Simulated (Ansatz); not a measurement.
Born–Oppenheimer molecular dynamics of CH$_{7}$BO (10 atoms, charge 0, multiplicity 1). It starts at the highest image of a converged band, a first-order saddle point between two minima.

Theory: RKS PBE0-D4/cc-pVDZ in Ansatz.

```yaml
ensemble: NVE (velocity Verlet)
time_step: 0.5 fs
steps_asked: 200
starting_velocities_drawn_for: 300 K
seed: 7206
```

First frame:

```xyz
10
Properties=species:S:1:pos:R:3
B 0.061 -0.354 0.158
C -0.024 -0.006 1.902
H -0.976 -0.083 2.451
H 0.813 -0.306 2.550
H 0.116 1.062 1.674
H 1.176 -0.066 -0.203
H -0.894 0.184 -0.359
O -0.102 -1.928 0.231
H -1.002 -2.155 -0.035
H -0.159 -1.214 1.268
```

What does the run give?

The run went to its last step.

* steps done: 200
* time covered: 100 fs
* mean temperature over the second half: 504 K
* spread of the potential energy over the second half: 10.1 meV per atom
* mean potential energy of the second half above the start: -21.0 meV per atom

The conserved energy stayed within 0.26 meV per atom of its start (net change 0.18 meV per atom), so the integration is sound. The kinetic energy rose, since the run started high on the potential surface and went downhill. It ends in pieces (CH5B + H2O), so much of that is their flight and rotation, not heat. A run of 0.1 ps of so small a system gives no equilibrium averages. The orbitals stay closed-shell, which can raise the energy where a bond breaks towards radicals; this wasn't checked here.

What happens to the structure?

Between its relaxed ends the band would form C2–H10 and break B1–C2, O8–H10. These pairs go: C2–H10 1.37 → 3.39 Å, B1–C2 1.78 → 1.49 Å, O8–H10 1.26 → 0.99 Å. In the last frame they stand as before the step (other bonds may differ from the relaxed reactants and products). Also parted: B1–O8 1.58 → 3.20 Å, B1–H10 1.42 → 2.58 Å. It ends as CH5B + H2O. Pairs count as bonded within 1.25 times the sum of covalent radii (0.12 Å more for H–H). Another seed would give other details.

How do temperature and energy run in time?


```json
{"time (fs)": "0", "T (K)": "300", "potential energy less start (eV)": "0.000", "conserved less start (meV/atom)": "0.00"}
{"time (fs)": "3", "T (K)": "167", "potential energy less start (eV)": "0.139", "conserved less start (meV/atom)": "0.19"}
{"time (fs)": "6", "T (K)": "187", "potential energy less start (eV)": "0.117", "conserved less start (meV/atom)": "0.05"}
{"time (fs)": "9", "T (K)": "207", "potential energy less start (eV)": "0.099", "conserved less start (meV/atom)": "0.22"}
{"time (fs)": "12", "T (K)": "521", "potential energy less start (eV)": "-0.228", "conserved less start (meV/atom)": "0.04"}
{"time (fs)": "15", "T (K)": "822", "potential energy less start (eV)": "-0.540", "conserved less start (meV/atom)": "0.05"}
{"time (fs)": "18", "T (K)": "999", "potential energy less start (eV)": "-0.723", "conserved less start (meV/atom)": "0.07"}
{"time (fs)": "21", "T (K)": "1133", "potential energy less start (eV)": "-0.862", "conserved less start (meV/atom)": "-0.11"}
{"time (fs)": "24", "T (K)": "942", "potential energy less start (eV)": "-0.663", "conserved less start (meV/atom)": "0.13"}
{"time (fs)": "27", "T (K)": "779", "potential energy less start (eV)": "-0.494", "conserved less start (meV/atom)": "0.13"}
{"time (fs)": "30", "T (K)": "769", "potential energy less start (eV)": "-0.485", "conserved less start (meV/atom)": "0.03"}
{"time (fs)": "33", "T (K)": "738", "potential energy less start (eV)": "-0.453", "conserved less start (meV/atom)": "-0.02"}
{"time (fs)": "36", "T (K)": "546", "potential energy less start (eV)": "-0.252", "conserved less start (meV/atom)": "0.23"}
{"time (fs)": "39", "T (K)": "720", "potential energy less start (eV)": "-0.435", "conserved less start (meV/atom)": "-0.07"}
{"time (fs)": "42", "T (K)": "770", "potential energy less start (eV)": "-0.485", "conserved less start (meV/atom)": "0.06"}
{"time (fs)": "45", "T (K)": "806", "potential energy less start (eV)": "-0.522", "conserved less start (meV/atom)": "0.09"}
{"time (fs)": "48", "T (K)": "834", "potential energy less start (eV)": "-0.552", "conserved less start (meV/atom)": "0.01"}
{"time (fs)": "51", "T (K)": "772", "potential energy less start (eV)": "-0.488", "conserved less start (meV/atom)": "0.01"}
{"time (fs)": "54", "T (K)": "636", "potential energy less start (eV)": "-0.346", "conserved less start (meV/atom)": "0.10"}
{"time (fs)": "57", "T (K)": "635", "potential energy less start (eV)": "-0.346", "conserved less start (meV/atom)": "0.02"}
{"time (fs)": "60", "T (K)": "593", "potential energy less start (eV)": "-0.303", "conserved less start (meV/atom)": "-0.02"}
{"time (fs)": "63", "T (K)": "446", "potential energy less start (eV)": "-0.149", "conserved less start (meV/atom)": "0.20"}
{"time (fs)": "66", "T (K)": "535", "potential energy less start (eV)": "-0.243", "conserved less start (meV/atom)": "-0.05"}
{"time (fs)": "69", "T (K)": "449", "potential energy less start (eV)": "-0.154", "conserved less start (meV/atom)": "0.08"}
{"time (fs)": "72", "T (K)": "422", "potential energy less start (eV)": "-0.125", "conserved less start (meV/atom)": "0.07"}
{"time (fs)": "75", "T (K)": "409", "potential energy less start (eV)": "-0.112", "conserved less start (meV/atom)": "0.01"}
{"time (fs)": "78", "T (K)": "424", "potential energy less start (eV)": "-0.127", "conserved less start (meV/atom)": "0.07"}
{"time (fs)": "81", "T (K)": "459", "potential energy less start (eV)": "-0.164", "conserved less start (meV/atom)": "0.11"}
{"time (fs)": "84", "T (K)": "500", "potential energy less start (eV)": "-0.206", "conserved less start (meV/atom)": "0.03"}
{"time (fs)": "87", "T (K)": "444", "potential energy less start (eV)": "-0.148", "conserved less start (meV/atom)": "0.04"}
{"time (fs)": "90", "T (K)": "380", "potential energy less start (eV)": "-0.081", "conserved less start (meV/atom)": "0.16"}
{"time (fs)": "93", "T (K)": "511", "potential energy less start (eV)": "-0.218", "conserved less start (meV/atom)": "-0.02"}
{"time (fs)": "96", "T (K)": "565", "potential energy less start (eV)": "-0.274", "conserved less start (meV/atom)": "0.00"}
{"time (fs)": "99", "T (K)": "432", "potential energy less start (eV)": "-0.135", "conserved less start (meV/atom)": "0.18"}
```

Time of the run: 5.9 min on 1 thread of Arm Neoverse V2, on a shared host, peak memory 0.13 GiB.
